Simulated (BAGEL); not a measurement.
# H3O+ (oxonium) at HF/6-31G(d) (density fitting with qzvpp-jkfit, spherical functions)

Aim: the energy change on altering one bond length of H3O+ (oxonium) at HF/6-31G* (density fitting with qzvpp-jkfit, spherical functions), from 2 runs. 

The calculation is run with BAGEL 1.2.2.

## Step 1: Starting point

H3O+ has 4 atoms, charge +1, and is taken as a singlet. SMILES: `[OH3+]`. The shape is that of a GFN2-xTB optimisation.

Bond lengths: O1–H2 0.983 Å, O1–H3 0.983 Å, O1–H4 0.984 Å. Angles: H2–O1–H3 112.0°, H2–O1–H4 112.0°, H3–O1–H4 112.0°.

## Step 2: The energy at HF/6-31G(d) (density fitting with qzvpp-jkfit, spherical functions)

job.json

```json
{ "bagel" : [

{
  "title" : "molecule",
  "basis" : "6-31gs.json",
  "df_basis" : "qzvpp-jkfit",
  "angstrom" : true,
  "geometry" : [
    { "atom" : "O", "xyz" : [       0.196050,      -0.061020,      -0.056900 ] },
    { "atom" : "H", "xyz" : [       0.214230,       0.919440,       0.016470 ] },
    { "atom" : "H", "xyz" : [      -0.413410,      -0.366620,      -0.765680 ] },
    { "atom" : "H", "xyz" : [       0.003130,      -0.491800,       0.806120 ] }
  ]
},

{
  "title" : "hf",
  "charge" : 1
},

{
  "title" : "print",
  "file" : "orbitals.molden",
  "orbitals" : true
}

]}
```

The basis set 6-31G* is read from a file made from the Basis Set Exchange's data (not shown).

Started as:

```
$ BAGEL_NUM_THREADS=1 BAGEL job.json > job.out
```

The program printed:

```text
* using 1 threads per process

  ===============================================================
  ===============================================================

  *** Geometry ***

  { "atom" : "O", "xyz" : [      0.370481,     -0.115311,     -0.107525 ] },
  { "atom" : "H", "xyz" : [      0.404836,      1.737490,      0.031124 ] },
  { "atom" : "H", "xyz" : [     -0.781232,     -0.692811,     -1.446925 ] },
  { "atom" : "H", "xyz" : [      0.005915,     -0.929367,      1.523346 ] },

  Number of auxiliary basis functions:      131

  Since a DF basis is specified, we compute 2- and 3-index integrals:
    o Being stored without compression. Storage requirement is 0.000 GB

  Number of basis functions:       20
  Number of electrons      :       11

    * METHOD: MOLECULE                             0.01

  *** RHF ***

  === Nuclear Repulsion ===
    13.8867713276

      * DIIS with orbital gradients will be used.

  === RHF iteration (6-31gs.json) ===
      0        -76.23079592          0.04465345           0.00
      1        -76.27537096          0.02031924           0.00
      2        -76.28620878          0.00401006           0.00
      3        -76.28665757          0.00036452           0.00
      4        -76.28666291          0.00008219           0.00
      5        -76.28666340          0.00001596           0.00
      6        -76.28666342          0.00000364           0.00
      7        -76.28666342          0.00000045           0.00
      8        -76.28666342          0.00000017           0.00
      9        -76.28666342          0.00000003           0.00
     10        -76.28666342          0.00000000           0.00
    * SCF iteration converged.

    * Permanent dipole moment:
           (    0.626002,    -0.194820,    -0.181712) a.u.

    * METHOD: HF                                   0.02

    * METHOD: PRINT                                0.00

  ===============================================================
```

Wall time 0.34 s (1 thread of Intel Xeon 6975P-C (Granite Rapids), shared host); peak memory 0.08 GiB.

## Step 3: The distorted shape, same level

job.json

```json
{ "bagel": [

{
  "title": "molecule",
  "basis": "6-31gs.json",
  "df_basis": "qzvpp-jkfit",
  "angstrom": true,
  "geometry": [
    { "atom": "O", "xyz": [    0.287479,   -0.015175,    0.049429 ] },
    { "atom": "H", "xyz": [    0.305659,    0.965285,    0.122799 ] },
    { "atom": "H", "xyz": [   -0.413410,   -0.366620,   -0.765680 ] },
    { "atom": "H", "xyz": [    0.094559,   -0.445955,    0.912449 ] }
  ]
},
{
  "title": "hf",
  "charge": 1
},
{
  "title": "print",
  "file": "orbitals.molden",
  "orbitals": true
}

]}
```

The basis set 6-31G* is read from a file made from the Basis Set Exchange's data (not shown).

Started as:

```
$ BAGEL_NUM_THREADS=1 BAGEL job.json > job.out
```

The program printed:

```text
* using 1 threads per process

  ===============================================================
  ===============================================================

  *** Geometry ***

  { "atom" : "O", "xyz" : [      0.543257,     -0.028677,      0.093407 ] },
  { "atom" : "H", "xyz" : [      0.577612,      1.824124,      0.232056 ] },
  { "atom" : "H", "xyz" : [     -0.781232,     -0.692811,     -1.446925 ] },
  { "atom" : "H", "xyz" : [      0.178691,     -0.842733,      1.724279 ] },

  Number of auxiliary basis functions:      131

  Since a DF basis is specified, we compute 2- and 3-index integrals:
    o Being stored without compression. Storage requirement is 0.000 GB

  Number of basis functions:       20
  Number of electrons      :       11

    * METHOD: MOLECULE                             0.01

  *** RHF ***

  === Nuclear Repulsion ===
    13.2793016152

      * DIIS with orbital gradients will be used.

  === RHF iteration (6-31gs.json) ===
      0        -76.21249441          0.04515387           0.00
      1        -76.25626268          0.02219109           0.00
      2        -76.26922064          0.00400177           0.00
      3        -76.26969196          0.00041065           0.00
      4        -76.26969982          0.00009753           0.00
      5        -76.26970059          0.00001865           0.00
      6        -76.26970062          0.00000414           0.00
      7        -76.26970062          0.00000064           0.00
      8        -76.26970062          0.00000021           0.00
      9        -76.26970062          0.00000006           0.00
     10        -76.26970062          0.00000002           0.00
     11        -76.26970062          0.00000000           0.00
    * SCF iteration converged.

    * Permanent dipole moment:
           (    0.727104,    -0.138600,    -0.054255) a.u.

    * METHOD: HF                                   0.02

    * METHOD: PRINT                                0.00

  ===============================================================
```

It took 0.34 s on 1 thread of Intel Xeon 6975P-C (Granite Rapids), shared host; peak memory 0.08 GiB.

## Step 4: What came out

Level: HF/6-31G* (density fitting with qzvpp-jkfit, spherical functions).

| quantity | value |
| --- | --- |
| first shape: total energy | -76.28666 Eh |
| first shape: HOMO energy | -25.95 eV |
| first shape: LUMO energy | -3.12 eV |
| first shape: HOMO–LUMO gap | 22.83 eV |
| distorted shape: total energy | -76.26970 Eh |
| distorted shape: HOMO energy | -25.45 eV |
| distorted shape: LUMO energy | -3.76 eV |
| distorted shape: HOMO–LUMO gap | 21.68 eV |
| energy change with the O1–H3 bond stretched from 0.983 to 1.131 Å | 0.462 eV |

What this shows: With the O1–H3 bond stretched from 0.983 to 1.131 Å the energy rises by 0.46 eV (10.6 kcal/mol). The first shape isn't relaxed at this level, so the change isn't measured from a minimum.
